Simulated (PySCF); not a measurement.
An unknown is described by computed data only.

Formula: C3O2.

| Quantity | Value |
| --- | --- |
| UV, strongest line | among the 8 lowest singlet transitions: S4/S5 at 7.33 eV (169 nm, f = 0.029 summed over these states) [TDDFT CAM-B3LYP/def2-SVPD] |
| NMR, other nuclei | isotropic shieldings of nuclei other than C and H, by class: 129 (2 O) ppm [GIAO PBE0/pcSseg-1] |
| 13C NMR | chemical shifts (computed TMS as zero) by class: 126.6 (2 C), -17.2 (1 C) ppm [GIAO PBE0/pcSseg-1] |
| Rotational structure | rotational constant B (linear): 2.229 GHz [GFN2-xTB] |
| Triplet | lowest triplet excitation (Tamm–Dancoff): 3.85 eV [TDA CAM-B3LYP/def2-SVPD] |
| UV, first state | lowest singlet excitation: 4.35 eV (285 nm, f = 0.000) [TDDFT CAM-B3LYP/def2-SVPD] |
| Couplings | largest of the computed one-bond spin–spin couplings (means over like bonds): 13C–13C +243.4 (×2), 17O–13C +8.5 (×2) Hz [B3LYP/pcJ-1] |
| Dipole | 0.00 D [CAM-B3LYP/def2-SVPD] |

Gas-phase values; electronic properties from PySCF, density fitting. Levels stand in brackets. Geometry: GFN2-xTB; no solvent, vibrations or thermal averaging. NMR classes are plain means over equivalent atoms (diastereotopic ones count apart unless rotation or inversion swaps them), as if these changed places fast.

Question: Give a SMILES that accounts for the data.

Answer: Numbering: `[O:1]=[C:2]=[C:3]=[C:4]=[O:5]`. Its formula, C3O2, gives 4 degrees of unsaturation: 0 rings and 4 π bonds in the structure found. 3 carbons fall into 2 classes; from least to most shielded: central carbon of a ketene [C2/C4] (126.6 ppm, 2 C), central carbon of cumulated double bonds [C3] (-17.2 ppm). The other shieldings belong to: 129 ppm, oxygen bonded to C [O1/O5]. The couplings run between: +243.4 Hz, central carbon of a ketene [C2] and central carbon of cumulated double bonds [C3] (with 1 like pair); +8.5 Hz, oxygen bonded to C [O1] and central carbon of a ketene [C2] (with 1 like pair). The vanishing dipole is forced by symmetry. The optimised geometry has point group D∞h and is a linear rotor. Structure: carbon suboxide (`O=C=C=C=O`). The assignments are read from this structure; whether some other isomer fits the data as well wasn't checked.
